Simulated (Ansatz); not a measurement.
# BCl2 (quartet): the correlation ladder at a displaced geometry (v2), cc-pVDZ

Aim: climb from Hartree-Fock through coupled cluster and multireference methods for BCl2 (quartet) at one geometry and basis, and see what each rung misses.

Program: Ansatz 0.2.0, Gaussian basis. Level of theory: cc-pVDZ, core rule «outside noble gas», up to 11 orbitals frozen. These are calculated values, not measurements.

To be run: UHF; CCSD(T) on ROHF; CCSD(T) on UHF; BCCD(T) on ROHF; CISD as a restricted active space (open shells left free, so some higher excitations enter); CCSDT(Q) on ROHF; CCSDT(Q) on UHF; CASSCF and MRCISD+Q, 13 electrons in 10 orbitals; CASSCF and NEVPT2, 13 electrons in 10 orbitals.

20 further runs of the same task are left out: 9 that didn't finish, 11 set aside as unsound or not needed. Runs told in other sessions of the task aren't counted.

## (1) The system

The geometry is a PBE0/def2-TZVP stationary point (not a proven minimum) with its atoms shifted at random (size 0.100 Å).

3 atoms, charge 0, spin multiplicity 4.

Atoms are counted from 1 here; the program's logs count them from 0.

Bond lengths: B1–Cl2 1.842 Å, B1–Cl3 1.825 Å. Angles: Cl2–B1–Cl3 89.6°.

## (2) UHF

Input file in.yaml:

```yaml
crystal:
  periodic: [false, false, false]
  atoms:
    - {symbol: B, position_ang: [0.109820, -1.123253, -0.006511]}
    - {symbol: Cl, position_ang: [-0.055054, 0.187474, -1.290456]}
    - {symbol: Cl, position_ang: [0.021566, 0.155050, 1.292442]}
basis:
  gaussian: {orbitals: cc-pVDZ}
magnetization: {spin_polarized: true, initial_magnetization: 3}
hamiltonian: {xc: hf}
output: {orbitals: {seedname: orbitals}}
```

Run with:

```bash
ansatz run in.yaml --threads 1 --pin off --events-out ev --progress --plain --max-ram 2393MiB
```

After this run come: CCSD(T) on ROHF; CCSD(T) on UHF; BCCD(T) on ROHF; CISD as a restricted active space (open shells left free, so some higher excitations enter); CCSDT(Q) on ROHF; CCSDT(Q) on UHF; CASSCF and MRCISD+Q, 13 electrons in 10 orbitals; CASSCF and NEVPT2, 13 electrons in 10 orbitals.

Q: Predict the results of all the runs planned. Wanted: UCCSDT(Q) from the RHF energy; RMP2 from UCCSDT(Q); UMP2 from UCCSDT(Q); RCCSD from UCCSDT(Q); RCCSD(T) from UCCSDT(Q); UCCSD(T) from UCCSDT(Q); RCCSDT(Q) from UCCSDT(Q); NEVPT2 valence from UCCSDT(Q); MRCISD+Q valence from UCCSDT(Q).

As calculated:

```
                         quantity                      value
    UCCSDT(Q) from the ROHF energy                 -9.9572 eV
              RMP2 from UCCSDT(Q)              +104.6 kJ/mol
              UMP2 from UCCSDT(Q)              +111.4 kJ/mol
             RCCSD from UCCSDT(Q)               +31.8 kJ/mol
          RCCSD(T) from UCCSDT(Q)                +5.2 kJ/mol
          UCCSD(T) from UCCSDT(Q)                +5.3 kJ/mol
         RCCSDT(Q) from UCCSDT(Q)                +0.1 kJ/mol
    NEVPT2 valence from UCCSDT(Q)              +142.0 kJ/mol
  MRCISD+Q valence from UCCSDT(Q)               +10.5 kJ/mol
levels within 1 kcal/mol (43 meV)  RCCSDT, UCCSDT, RCCSDT(Q)
                    T1 diagnostic                      0.020
   effectively unpaired electrons                       3.01
```

RCCSD(T) lands +5.2 kJ/mol from the yardstick (0.5 % of the correlation energy). One determinant dominates. Of the multireference levels listed MRCISD+Q valence comes nearest in total energy (+10.5 kJ/mol), which doesn't show that its space is the better one. These misses are within one basis, not against nature; the frozen cores of restricted and unrestricted runs differ, which can shift their rows.

With open shells the CI space here admits some higher excitations, so it is larger than plain CISD.
